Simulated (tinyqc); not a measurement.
CCD on RHF in the sto-3g basis, frozen core, for H2F+, spin multiplicity 1, step by step. One step of it, computed by the program tinyqc.

Question. Iteration 8 (converged): orbitals. Diagonalise F' = X^T F X, C = X C', fill 5 alpha and 5 beta electrons from the bottom; D = 2 C_occ C_occ^T. Each column has its largest component positive (the first on a tie).

converged F (hartree):
```
             1F 1s      1F 2s     1F 2px     1F 2py     1F 2pz      2H 1s      3H 1s
1F 1s   -26.528683  -6.766018   0.000000   0.000000  -0.018719  -0.760992  -0.760992
1F 2s    -6.766018  -3.536250   0.000000   0.000000  -0.070157  -0.852665  -0.852665
1F 2px    0.000000   0.000000  -0.967412   0.000000   0.000000   0.000000   0.000000
1F 2py    0.000000   0.000000   0.000000  -0.846073   0.000000  -0.441047   0.441047
1F 2pz   -0.018719  -0.070157   0.000000   0.000000  -0.895943  -0.325970  -0.325970
2H 1s    -0.760992  -0.852665   0.000000  -0.441047  -0.325970  -0.648048  -0.198697
3H 1s    -0.760992  -0.852665   0.000000   0.441047  -0.325970  -0.198697  -0.648048
```

X:
```
            1F 1s      1F 2s    1F 2px     1F 2py     1F 2pz      2H 1s      3H 1s
1F 1s    1.023209  -0.131464  0.000000   0.000000  -0.003669   0.014560   0.014560
1F 2s   -0.131464   1.093387  0.000000   0.000000   0.032565  -0.155821  -0.155821
1F 2px   0.000000   0.000000  1.000000   0.000000   0.000000   0.000000   0.000000
1F 2py   0.000000   0.000000  0.000000   1.040730   0.000000  -0.125155   0.125155
1F 2pz  -0.003669   0.032565  0.000000   0.000000   1.014891  -0.071545  -0.071545
2H 1s    0.014560  -0.155821  0.000000  -0.125155  -0.071545   1.066310  -0.046321
3H 1s    0.014560  -0.155821  0.000000   0.125155  -0.071545  -0.046321   1.066310
```

Give: F' = X^T F X; orbital energies; coefficients C; D after iteration 8.

Answer.

F' = X^T F X (hartree):
```
          1        2        3        4        5        6        7
1  -26.0543  -3.4230   0.0000   0.0000  -0.0341  -0.0625  -0.0625
2   -3.4230  -2.2625   0.0000   0.0000   0.0250  -0.3557  -0.3557
3    0.0000   0.0000  -0.9674   0.0000   0.0000   0.0000   0.0000
4    0.0000   0.0000   0.0000  -0.7007   0.0000  -0.3518   0.3518
5   -0.0341   0.0250   0.0000   0.0000  -0.8367  -0.2336  -0.2336
6   -0.0625  -0.3557   0.0000  -0.3518  -0.2336  -0.3799  -0.0428
7   -0.0625  -0.3557   0.0000   0.3518  -0.2336  -0.0428  -0.3799
```

orbital energies (hartree): MO1 -26.5380, MO2 -1.9407, MO3 -1.0485, MO4 -0.9779, MO5 -0.9674, MO6 -0.1195, MO7 0.0107

coefficients C:
```
            MO1      MO2      MO3      MO4     MO5      MO6      MO7
1F 1s    0.9949  -0.2540   0.0000   0.0533  0.0000   0.0864   0.0000
1F 2s    0.0213   0.9735   0.0000  -0.2635  0.0000  -0.4948   0.0000
1F 2px   0.0000   0.0000   0.0000   0.0000  1.0000   0.0000   0.0000
1F 2py   0.0000   0.0000   0.7515   0.0000  0.0000   0.0000   0.7414
1F 2pz   0.0016   0.0696   0.0000   0.8780  0.0000  -0.5154   0.0000
2H 1s   -0.0031   0.0762   0.3483   0.2331  0.0000   0.6998  -0.7165
3H 1s   -0.0031   0.0762  -0.3483   0.2331  0.0000   0.6998   0.7165
```

D after iteration 8:
```
          1F 1s    1F 2s  1F 2px   1F 2py   1F 2pz    2H 1s    3H 1s
1F 1s    2.1144  -0.4803  0.0000   0.0000   0.0614  -0.0200  -0.0200
1F 2s   -0.4803   2.0351  0.0000   0.0000  -0.3272   0.0254   0.0254
1F 2px   0.0000   0.0000  2.0000   0.0000   0.0000   0.0000   0.0000
1F 2py   0.0000   0.0000  0.0000   1.1294   0.0000   0.5234  -0.5234
1F 2pz   0.0614  -0.3272  0.0000   0.0000   1.5513   0.4199   0.4199
2H 1s   -0.0200   0.0254  0.0000   0.5234   0.4199   0.3629  -0.1223
3H 1s   -0.0200   0.0254  0.0000  -0.5234   0.4199  -0.1223   0.3629
```
